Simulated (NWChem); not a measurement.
# NaCl; SMILES [Na][Cl]

```xyz
2

Na     0.0000     0.0000    -1.4196
Cl     0.0000     0.0000     0.9186
```
Atoms are numbered in this order, from 1.

Program: NWChem. Coordinates come from a PBE0/def2-SVP optimisation.

Question: Predict the results for PBE/def2-SVP. Quantities: highest occupied level (eV); orbital gap (eV); dipole (D).

Answer: 
```
Property                     Result
---------------------------  ------
highest occupied level (eV)   -4.87
orbital gap (eV)               2.73
dipole (D)                     7.71
```
